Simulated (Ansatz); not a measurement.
Two shapes of singlet C3H6.

Shape 1:

```xyz
9

C     0.0000    0.0000    0.0000
C     0.0000    0.0000    1.3350
C     0.0000    1.2362   -0.8496
H     0.0000   -0.9646   -0.5075
H     0.0000   -0.9343    1.8964
H     0.0000    0.9343    1.8964
H     0.0000    2.1180   -0.2089
H     0.8898    1.2451   -1.4791
H    -0.8898    1.2451   -1.4791
```

Shape 2:

```xyz
9

C     0.0000   -0.4541   -0.1192
C     0.0000   -0.4673    1.2146
C     0.0000    0.7691   -0.9750
H     0.0000   -1.4146   -0.6513
H     0.0000   -1.4047    1.7771
H     0.0000    0.4612    1.7958
H     0.0000    1.6890   -0.3718
H     0.8829    0.7916   -1.6359
H    -0.8829    0.7916   -1.6359
```

Basis set: cc-pVDZ (spherical functions). Left uncorrelated: 3 orbitals. Charge 0, multiplicity 1.

Computed with Ansatz (development build ahead of 0.2.0); each method stands on the lowest determinant of its kind that the runs found.

Q: Which shape is lower in energy, and by how much in each method?

A:

| method | E(2) − E(1) (eV) |
| --- | --- |
| RHF | -0.003 |
| RHF-MP2 | -0.018 |

Shape 2 is lower.
